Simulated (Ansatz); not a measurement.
Where CCSD(T) holds and where it slips

Each species is computed at the geometry given (Å), with frozen cores, in Ansatz 0.2.0: RHF-CCSD(T) for singlets, UHF-CCSD(T) otherwise, and full CI in the same basis. The program picks the determinant by trial CCSD, so it needn't be the lowest Hartree–Fock solution. States: H2Si–N⁺ B2, BS Σ⁺ or Δ, HAlB⁺ A', OH Σ⁻ or Δ. Cases whose determinant has another symmetry than full CI's state, or whose (Q) step broke down, weren't drawn.

Judging by size, spin and bonding and the diagnostics given, rank them by the size of CCSD(T)'s error in total energy against full CI in the same basis, smallest first (an estimate).
A. HAlB⁺, triplet, cc-pVDZ: B 0.000 -0.139 1.516; Al 0.000 0.097 -0.547; H 0.000 -1.103 -1.608. T1 0.033, (T) -81 meV in a correlation energy of -2.86 eV
B. BS, doublet, cc-pVDZ: B 0.000 0.000 0.000; S 0.000 0.000 1.608. T1 0.034, (T) -271 meV in a correlation energy of -5.67 eV
C. H2Si–N⁺, quintet, 6-31G: Si 0.000 0.000 0.556; N 0.000 0.000 -1.293; H 0.000 1.302 1.239; H 0.000 -1.302 1.239. T1 0.019, (T) -39 meV in a correlation energy of -2.61 eV
D. OH, quartet, cc-pVTZ: O 0.000 0.000 0.000; H 0.000 0.000 0.973. T1 0.008, (T) -92 meV in a correlation energy of -4.72 eV

D (7.7 meV), C (15.5 meV), A (39.4 meV), B (55.3 meV).

```
         species    basis  correlated electrons  CCSD(T) − full CI (meV)  CCSDT(Q) − full CI (meV)  unpaired electrons (full CI)     T1  ⟨S²⟩ of the determinant
     OH, quartet  cc-pVTZ                     7                      7.7                      -3.5                          3.01  0.008                     3.76
H2Si–N⁺, quintet    6-31G                    10                     15.5                      -1.9                          4.03  0.019                     6.02
  HAlB⁺, triplet  cc-pVDZ                     6                     39.4                       0.8                          2.07  0.033                     2.04
     BS, doublet  cc-pVDZ                     9                     55.3                      -4.9                          1.13  0.034                     0.84
```

Unpaired electrons are Σ n²(2−n)² over natural occupations; an open shell counts its own unpaired electrons too. Frozen cores follow each run's orbitals, which moves totals by a few meV.
